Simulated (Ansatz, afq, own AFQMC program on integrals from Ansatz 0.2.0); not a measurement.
AFQMC, coupled cluster and functionals along a coordinate of ZrB, sextet

```yaml
atoms:
  - { symbol: Zr, position_ang: [0.0000, 0.0000, 0.0000] }
  - { symbol: B, position_ang: [0.0000, 0.0000, 2.1472] }
```

The Zr1–B2 distance is changed with both sides rigid. Energies in eV count from this geometry (2.147 Å) at the same level; the start stands on UHF, each point on the determinant named.

Basis def2-TZVP with its core potentials. Only valence electrons are correlated. AFQMC by an in-house program on the Cholesky factors that Ansatz 0.2.0 writes for its CCSD(T) run. ph-AFQMC/CISD is guided by a CISD state made of CCSD amplitudes; releasing the constraint for a short imaginary time cuts its bias at the price of noise, slowly where states lie close. Uncertainties: one standard error, sampling alone. No spin–orbit coupling. The metal's outer-core s and p shells are frozen, which shifts wave-function levels against functionals.

Cautions, each for one point or more: (T) is large; CCSDT(Q) on the ROHF determinant differs, by its state or its frozen core; higher spins were not checked; lower spins were not checked; no spin-orbit coupling; outer-core shells of the metal frozen; raised T1 diagnostic; strong correlation; the ph-AFQMC/CISD walk drifts between its halves; the search met a lower determinant of the same kind, perhaps of another symmetry, and this one is a saddle point.

| r(Zr1–B2) / Å | det. | T1 | weight | ⟨S²⟩ | B3LYP | B2PLYP | CCSD(T) |
| --- | --- | --- | --- | --- | --- | --- | --- |
| 1.894 | UHF | 0.029 | 0.89 | 8.76 | 0.671 | 0.682 | 0.756 |
| 2.332 | UHF¶ | 0.062 | 0.83 | 8.76 | 0.153 | 0.167 | 0.128 |
| 2.936 | UHF¶ | 0.082 | 0.78 | 8.77 | 1.550 | 1.711 | 1.571 |
| 3.885 | UHF | 0.035 | 0.89 | 8.78 | 2.714 | 2.813 | 2.880 |
| 5.708 | UHF | 0.011 | 0.91 | 8.77 | 3.028 | 3.036 | 3.076 |

(1) Estimate the curve of CCSDT(Q), counted from the same start.

Results:

(1) 
```json
{"r(Zr1–B2) / Å": "1.894", "det.": "UHF", "T1": "0.029", "weight": "0.89", "⟨S²⟩": "8.76", "CCSDT(Q)": "0.770", "ph-AFQMC/CISD": "0.749 ± 0.006"}
{"r(Zr1–B2) / Å": "2.332", "det.": "UHF¶", "T1": "0.062", "weight": "0.83", "⟨S²⟩": "8.76", "CCSDT(Q)": "0.107", "ph-AFQMC/CISD": "0.157 ± 0.005"}
{"r(Zr1–B2) / Å": "2.936", "det.": "UHF¶", "T1": "0.082", "weight": "0.78", "⟨S²⟩": "8.77", "CCSDT(Q)": "1.445", "ph-AFQMC/CISD": "1.570 ± 0.006"}
{"r(Zr1–B2) / Å": "3.885", "det.": "UHF", "T1": "0.035", "weight": "0.89", "⟨S²⟩": "8.78", "CCSDT(Q)": "2.879", "ph-AFQMC/CISD": "2.870 ± 0.005"}
{"r(Zr1–B2) / Å": "5.708", "det.": "UHF", "T1": "0.011", "weight": "0.91", "⟨S²⟩": "8.77", "CCSDT(Q)": "3.117", "ph-AFQMC/CISD": "3.072 ± 0.004"}
```

Weight is that of the determinant in the CISD state; at the start T1 is 0.041 and the weight 0.87, and ⟨S²⟩ is 8.76. ¶ marks points with a poor determinant and no full CI, where no value is sure; they don't count among the departures. Symmetry can't show for every point that it stays on the start's state. Largest departures from CCSDT(Q), at the points where its series has closed: CCSD(T) -0.042 eV at 5.708 (on UHF), ph-AFQMC/CISD -0.046 eV at 5.708 (on UHF). The functionals aren't scored here. In total energy ph-AFQMC/CISD lies 68 ± 4 meV above CCSDT(Q) at the start, so its agreement along the curve rests in part on cancellation.

A walk keeps the symmetry of its determinant, which the program's search chose and which needn't be the lowest solution, so a lower state of the same spin and another symmetry isn't excluded.
